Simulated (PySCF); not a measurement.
C3H6O: g tensor and hyperfine couplings

Species: C₃H₆O (triplet state).
Geometry (GFN2-xTB, Å), atoms numbered from 1 in this order:
```
atom  x, y, z in Å
C1     1.634   -0.078    0.230
C2     0.366   -0.825    0.237
O3    -0.861   -0.355    0.454
C4    -1.613    0.133   -0.663
H5     2.471   -0.770    0.295
H6     1.750    0.504   -0.696
H7     1.689    0.621    1.074
H8    -1.623   -0.600   -1.474
H9    -1.179    1.068   -1.028
H10   -2.626    0.306   -0.304
```

The hyperfine couplings belong to this conformer and change with its torsions.

Identity: `C[C]OC` [triplet].

The calculation used UKS B3LYP, pcH-1 on C H O, non-relativistic, mean-field spin-orbit, GIAO in PySCF 2.14.0. Geometry: GFN2-xTB, one conformer, isolated molecule. This triplet need not be the ground state; the singlet was not compared here. Couplings are sensitive to structure, and on GFN2-xTB geometries they can be far from those on DFT ones. The SCF solution wasn't tested for stability.

* g1, g2, g3: 2.00200, 2.00253, 2.00298
* g_iso: 2.00250
* Form of g: rhombic: the two nearest values differ by 46 % of g3 − g1
* ⟨S²⟩: 2.0050 (exact 2.0000)
* Total energy: -193.02351 Eh

Hyperfine couplings atom by atom, in MHz; T1 to T3 are the principal values of the dipolar part; ρ(0) is the spin density at the nucleus:

| atom | isotope | a_iso | T1 | T2 | T3 | Mulliken spin population | ρ(0) (bohr⁻³) |
| --- | --- | --- | --- | --- | --- | --- | --- |
| C1 | 13C | 40.2 | -6.2 | -5.5 | 11.6 | -0.05 | 0.0715 |
| C2 | 13C | 306.0 | -72.6 | 13.6 | 59.0 | 1.70 | 0.5445 |
| O3 | 17O | -58.8 | -28.8 | 8.5 | 20.3 | 0.13 | 0.1939 |
| C4 | 13C | 48.6 | -4.1 | -3.5 | 7.6 | 0.04 | 0.0864 |
| H5 | 1H | 16.0 | -6.3 | -5.9 | 12.2 | 0.01 | 0.0071 |
| H6 | 1H | 74.7 | -6.2 | -3.3 | 9.6 | 0.07 | 0.0334 |
| H7 | 1H | 59.3 | -5.8 | -3.3 | 9.1 | 0.07 | 0.0265 |
| H8 | 1H | 2.1 | -5.0 | -2.9 | 7.9 | 0.02 | 0.0009 |
| H9 | 1H | 5.6 | -4.0 | -2.6 | 6.6 | 0.01 | 0.0025 |
| H10 | 1H | -1.3 | -3.4 | -2.7 | 6.1 | 0.00 | -0.0006 |

The Mulliken spin populations are largest on C2 (+1.70), O3 (+0.13), H6 (+0.07) and H7 (+0.07). C2 is the only atom above +0.15.

The 13C coupling of C2 (306.0 MHz) shows only in satellite lines or after enrichment, since that isotope makes up about 1.07 % of natural carbon.

The 17O coupling of O3 (-58.8 MHz) shows only in satellite lines or after enrichment, since that isotope makes up about 0.038 % of natural oxygen.
